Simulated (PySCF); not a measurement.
Shieldings and the share of exact exchange

Molecule: SMILES [C-]#[N+]C(F)(F)F, C2F3N.

Mapped SMILES: `[C-:1]#[N+:2][C:3]([F:4])([F:5])[F:6]`.

GIAO shieldings (ppm, equivalent atoms averaged) in PySCF 2.14 on the PBE0-D3(BJ)/def2-SVP geometry, basis pcSseg-2, gas phase, non-relativistic:

```tsv
functional	exact exchange (%)	σ(C3)	σ(N2)	σ(F4/F5/F6)
BLYP	0	53.1	53.2	215.9
BP86	0	58.1	56.9	218.4
PBE	0	58.2	56.4	217.2
B3LYP	20	60.6	56.4	229.9
mPW1PW91	25	66.2	60.0	235.5
BHandHLYP	50	71.5	61.9	247.6
HF	100	89.8	72.9	274.1
```

Q: Fit each shielding as a line in the percentage of exact exchange.

A: σ(C3) = 56.1 + 0.33 x (rms 2.0 ppm); σ(N2) = 54.9 + 0.17 x (rms 1.5 ppm); σ(F4/F5/F6) = 218.2 + 0.57 x (rms 1.6 ppm). The functionals also differ in their semilocal parts, which the line can't hold; Hartree–Fock has no correlation at all.

Q: What does the line predict for PBE0 (25 %), and what does the run give?

A: σ(C3): 64.3 predicted, 66.8 computed; σ(N2): 59.1 predicted, 60.4 computed; σ(F4/F5/F6): 232.4 predicted, 234.8 computed ppm.
